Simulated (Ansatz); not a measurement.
Process, species as SMILES: P#P (P2) → P2+ (doublet, bonded as P#P) + e-
B3LYP-D3(BJ)/def2-TZVP geometries, fixed; electronic energies without zero-point terms.

Core correlation in the adiabatic ionisation energy at CCSD(T) with Ansatz (a program for electronic structure), in eV: frozen core against 1s of Al to Cl frozen alone. The T1 diagnostic of CCSD is high for at least one species. A restricted Hartree-Fock determinant is unstable towards unrestricted orbitals. An unrestricted Hartree-Fock determinant is markedly spin-contaminated. Open shells are unrestricted.

| basis | functions, most | frozen core | 1s of Al to Cl frozen alone | core term (second minus first) |
|---|---|---|---|---|
| cc-pV(T+d)Z | 78 | 10.408 | 10.414 | 0.006 |
| cc-pCVTZ | 118 | 10.412 | 10.424 | 0.012 |
| cc-pwCVTZ | 118 | 10.418 | 10.433 | 0.015 |
| cc-pV(Q+d)Z | 128 | 10.507 | 10.504 | -0.003 |

The largest core-valence set, cc-pwCVTZ, gives a core term of 0.015 eV; the valence set cc-pV(Q+d)Z, which lacks functions for the core, gives -0.003.
